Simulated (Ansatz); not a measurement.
## Ansatz (development build ahead of 0.2.0) run

```yaml
crystal:
  periodic: [false, false, false]
  atoms:
    - { symbol: C, position_ang: [0.87718, -0.00366, 0.00103] }
    - { symbol: C, position_ang: [-0.42959, 0.76027, -0.00863] }
    - { symbol: C, position_ang: [-0.43583, -0.75309, 0.00012] }
    - { symbol: H, position_ang: [1.44924, 0.00505, 0.90787] }
    - { symbol: H, position_ang: [-0.71769, 1.26721, 0.92186] }
    - { symbol: H, position_ang: [-0.73504, -1.2546, 0.90899] }
    - { symbol: H, position_ang: [1.45176, -0.00118, -0.92502] }
    - { symbol: H, position_ang: [-0.73606, 1.263, -0.92747] }
    - { symbol: H, position_ang: [-0.73607, -1.2556, -0.92434] }
basis:
  gaussian: { orbitals: "6-31G" }
hamiltonian:
  xc: hf
```

The input is written out in the form of the current development build from the run's settings.

Results

```yaml
Converged: yes
Total_energy: -117.00637 hartree
Spin_squared_of_the_determinant: 0.000
```
